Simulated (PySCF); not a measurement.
A GIAO shielding run with PySCF (density fitting, non-relativistic, gas phase) on `Cn1ccnn1`, C₃H₅N₃:

```
$ OMP_NUM_THREADS=1 python probes_run.py task.json out

{"job": {"kind": "nmr", "xc": "PBE0", "basis": "pcSseg-0", "pop": true}, "charge": 0, "multiplicity": 1}
C     -1.490574    -0.003671     0.728882
N     -0.217685    -0.191659     0.082797
C      0.741297     0.720804    -0.195269
C      1.710707    -0.010878    -0.845163
N      1.291247    -1.296680    -0.922366
N      0.132654    -1.397464    -0.365127
H     -1.364444     0.533447     1.678940
H     -2.182553     0.556098     0.082399
H     -1.904943    -0.999654     0.924257
H      0.659115     1.767748     0.083857
H      2.668275     0.309872    -1.249630
```

Hardware: 1 thread of an Arm Neoverse N1, shared host. The job also computes population analyses, field gradients, ring-centre shieldings.

Problem. How large is the calculation?

Solution. 44 electrons, 64 basis functions and 588 auxiliary functions.

Problem. How long does it take, and how much memory does it need?

Solution. 6.3 s of wall time, with 13 SCF cycles and 5 response iterations; peak memory 0.42 GiB. Times on a shared host scatter by some tens of per cent.

Problem. And these other runs on the same molecule and hardware: GIAO shielding at PBE0/IGLO-III; GIAO shielding at PBE0/aug-cc-pVDZ; GIAO shielding at PBE0/cc-pVDZ; GIAO shielding at PBE0/cc-pVTZ?

Solution. PBE0/IGLO-III: 260 functions, 37 s; PBE0/aug-cc-pVDZ: 183 functions, 24 s; PBE0/cc-pVDZ: 109 functions, 12 s; PBE0/cc-pVTZ: 250 functions, 38 s.
